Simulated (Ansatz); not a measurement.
A made-up structure of MgAlH$_{2}$S, doublet:

Mg1  (-1.545, 3.025, 0.891)
Al2  (-0.563, 0.097, 0.231)
S3  (1.730, -0.059, -0.688)
H4  (-1.353, -1.506, 0.394)
H5  (1.732, -1.557, -0.828)
(Å)

It is relaxed with PBE-D4/def2-SVP and then PBE0-D4/def2-TZVP (Ansatz 0.2.0). Atoms count as bonded within 1.22 times the sum of their covalent radii (H–H: 0.88 Å). The end point is not checked to be a true minimum.

**Question.** Does its bonding change? (A judgement: the text doesn't fix the answer.)

**Answer.** Computed: No: no bond forms or breaks.

Where it ends: The first stage lowers the energy by 0.66 eV in 6 steps. It ends as MgAlH₂S ([Mg][AlH][SH]):
```
5
angstrom
Mg -1.3802 2.7013 0.7962
Al -0.5029 0.0866 0.2066
S 1.5441 -0.0521 -0.6142
H -1.2070 -1.3457 0.3511
H 1.5461 -1.3902 -0.7396
```

Labels in which every atom is bracketed show which atoms are joined, not bond orders.

For scale, one of the runs: PBE0-D4/def2-TZVP relaxation, 118 basis functions, launched by `ansatz run in.yaml --threads 2 --pin off --events-out ev --progress --plain --max-ram 4352MiB`. The run took about 28 s on 2 CPU threads of an Arm Neoverse V1 (shared host).
